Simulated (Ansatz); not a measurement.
A nudged elastic band was laid between two geometries of CH4AlCl (7 atoms, charge 0, multiplicity 1).

Level of theory: RHF/def2-mTZVP (Ansatz 0.2.0).

```json
{
 "movable images": "9",
 "climbing image": "yes",
 "spring": "5.0 eV/Å²",
 "optimiser": "quadratic models (default)",
 "start path": "through a guess of the saddle point",
 "force threshold": "0.05 eV/Å",
 "iteration limit": "60",
 "end points": "relaxed"
}
```

Image 0:

```xyz
7
Properties=species:S:1:pos:R:3
Al 0.605 0.052 -0.027
C 1.072 -0.033 1.867
H 0.209 -0.182 2.505
H 1.770 -0.843 2.064
H 1.566 0.879 2.191
H 1.636 0.250 -1.194
Cl -1.419 -0.123 -0.624
```

Image 10:

```xyz
7
Properties=species:S:1:pos:R:3
Al -1.049 1.121 -1.954
C 1.770 -0.189 1.914
H 0.783 -0.614 1.789
H 2.241 -0.621 2.787
H 1.689 0.883 2.043
H 2.370 -0.402 1.039
Cl -2.365 -0.178 -0.837
```

(1) Which bonds break or form, and what moves?

(2) Give the energies along the band, and the barrier.

(3) What is the geometry of the highest image?

Answers

(1) Bonds broken: Al1–C2, Al1–H6. Bonds formed: C2–H6. CH4AlCl becomes AlCl + CH4.

(2) It converged. The highest image is number 4 of 0 to 10, 4.40 eV above the first end and 4.09 eV above the last; the last end lies 0.31 eV above the first. Neighbouring images differ by up to 3.0 eV, so the band resolves the path poorly. A vibrational analysis at the climbing image gives one clearly imaginary mode, 1970i cm⁻¹: a first-order saddle point. The orbitals stay closed-shell, which can raise the energy where a bond breaks towards radicals; this wasn't checked here.

| image | path coordinate (Å) | energy (eV) | Al1–C2 (Å) | Al1–H6 (Å) | C2–H6 (Å) |
| --- | --- | --- | --- | --- | --- |
| 0 | 0.00 | 0.00 | 1.95 | 1.57 | 3.13 |
| 1 | 0.74 | 0.00 | 1.95 | 1.57 | 3.13 |
| 2 | 1.47 | 0.07 | 1.93 | 1.56 | 2.97 |
| 3 | 2.21 | 1.47 | 1.92 | 1.53 | 2.36 |
| 4 | 2.95 | 4.40 | 2.21 | 1.57 | 1.69 |
| 5 | 3.61 | 1.37 | 2.62 | 1.95 | 1.15 |
| 6 | 4.28 | 0.47 | 3.33 | 2.64 | 1.08 |
| 7 | 4.95 | 0.34 | 3.96 | 3.38 | 1.08 |
| 8 | 5.62 | 0.32 | 4.46 | 4.00 | 1.08 |
| 9 | 6.28 | 0.31 | 4.70 | 4.29 | 1.08 |
| 10 | 6.95 | 0.31 | 4.96 | 4.79 | 1.08 |

(3) 
```xyz
7
Properties=species:S:1:pos:R:3
Al 0.463 -0.072 -0.509
C 1.153 -0.033 1.590
H 0.456 -0.729 2.052
H 2.146 -0.250 1.960
H 0.906 0.992 1.863
H 1.875 -0.385 0.106
Cl -1.558 0.479 -0.281
```

Time of the run: 98 s on 1 thread of Arm Neoverse V2, with other jobs on the host, peak memory 0.12 GiB.
